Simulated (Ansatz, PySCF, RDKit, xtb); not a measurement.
**Which structure has the formula [CH2O2]+?**

Given the formula [CH2O2]+ (charge +1, odd number of electrons) and nothing else, which arrangement of the atoms is the most stable in the gas at 200 K, and what are its properties?

Plan: many cheap relaxations first (GFN2-xTB), then density-functional screening, relaxation at B3LYP/6-31G*, vibrations and a final energy. The numbers are computed, not measured.

6 further runs of the same task are left out: 6 set aside as unsound or not needed.

## (1) Candidates

A program enumerates the bonding patterns with one Lewis structure each (two rings at most, one unusual centre or charged pair), with their diastereomers. O–O, O–halogen and N–halogen bonds and N–N–N chains are not drawn. That gives 3 candidates.

| label | SMILES | spin |
| --- | --- | --- |
| c307 | O[C]=[OH+] | doublet |
| c363 | [O][CH+]O | doublet |
| c485 | O=[C][OH2+] | doublet |

Candidates are built by distance geometry, with a force field where one applies, in up to four conformers (letters a to d). 4 starts with atoms placed at random are added, to find patterns that the rules miss.

Q: Predict the outcome of this search (final energies at CCSD(T)/def2-TZVP).

| quantity | value |
| --- | --- |
| lowest structure found | O[C]=[OH+], doublet, Cs |
| next finalist | [O][CH+]O, doublet, 4.9 kcal/mol higher in G |
| share at equilibrium, among the finalists | 100.0 % |
| harmonic wavenumbers, lowest and highest (B3LYP/6-31G*) | 528 and 3555 cm⁻¹ |
| rotational constants, same geometry | 4.225, 0.3666, 0.3374 cm⁻¹ |
| HOMO energy (highest over α and β) (PBE0/def2-TZVPD) | -16.12 eV |
| LUMO energy (lowest over α and β) (PBE0/def2-TZVPD) | -10.47 eV |
| lowest excitation (TD-PBE0/def2-SVPD) | 4.73 eV (f = 0.007) |
| strongest of the states computed, same level | 7.25 eV (f = 0.012) |
| vertical ionisation energy (to the singlet ion of charge +2) | 19.28 eV |
| vertical recombination energy (electron added) | 8.04 eV |
| vertical quartet less doublet | +6.69 eV |

The search ends on `O[C]=[OH+]`. Among the finalists first place is clear (4.9 kcal/mol); structures outside the list aren't covered. GFN2-xTB, HF/STO-3G, r2SCAN-D4/def2-SVP, B3LYP/6-31G* and MP2/def2-TZVP already put its bonding pattern lowest among the structures in one piece; HF/def2-TZVP favours the doublet [O][CH+]O. The stability test raises a flag; for an open shell a flag towards a general spinor solution can be the free rotation of the spin. Lowest found is not proven lowest: the search is finite, and each finalist counts with one conformer.
